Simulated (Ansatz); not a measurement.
The first iterations of a band of C$_{5}$H$_{8}$S (14 atoms, charge 0, multiplicity 1).

Computed with RKS PBE-D4/STO-3G in Ansatz 0.2.0.

| Item | Value |
| --- | --- |
| movable images | 2 |
| climbing image | no |
| spring | 5.0 eV/Å² |
| optimiser | quadratic models (default) |
| start path | through a guess of the saddle point |
| force threshold | 0.05 eV/Å |
| iteration limit | 60 |
| end points | relaxed |

First end point:

```xyz
14
Properties=species:S:1:pos:R:3
C -1.895 -0.188 0.253
C -0.616 -0.411 -0.150
C -0.301 -0.815 -1.565
S -1.368 -0.999 -2.788
C 0.581 -0.244 0.812
C 1.398 1.048 0.503
H -2.150 0.106 1.284
H -2.723 -0.305 -0.470
H 0.793 -0.993 -1.708
H 1.250 -1.126 0.718
H 0.213 -0.208 1.857
H 2.256 1.135 1.197
H 0.762 1.946 0.618
H 1.786 1.028 -0.532
```

Last end point:

```xyz
14
Properties=species:S:1:pos:R:3
C -1.867 -0.775 -0.157
C -0.691 0.252 -0.175
C -0.857 -0.765 -1.285
S -0.314 -1.415 -2.649
C 0.472 0.127 0.839
C 1.780 0.772 0.295
H -1.825 -1.593 0.584
H -2.889 -0.398 -0.339
H -0.969 1.299 -0.409
H 0.650 -0.946 1.057
H 0.182 0.616 1.794
H 2.598 0.672 1.031
H 1.627 1.847 0.088
H 2.090 0.279 -0.645
```

| iteration | highest image above the first end (eV) | largest band force component (eV/Å) |
| --- | --- | --- |
| 1 | 8.236 | 11.972 |
| 2 | 4.263 | 4.168 |
| 3 | 3.076 | 1.746 |

Problem. Does the band converge within its limit, and where does its top end?

Solution. It converged. It ended after 11 iterations with the highest image 2.486 eV above the first end. Neighbouring images differ by up to 2.3 eV, so the band resolves the path poorly. No image climbed, so the highest image needn't sit at the top of the path. A band with more images between the same ends climbed to 3.92 eV, so this one has probably stepped over the top. So few images can step over the top or miss a turn of the path. The orbitals stay closed-shell, which can raise the energy where a bond breaks towards radicals; this wasn't checked here. Limits of this set-up: minimal basis.

Time of the run: 78 s on 1 thread of Arm Neoverse V1 (shared host), peak memory 0.1 GiB.
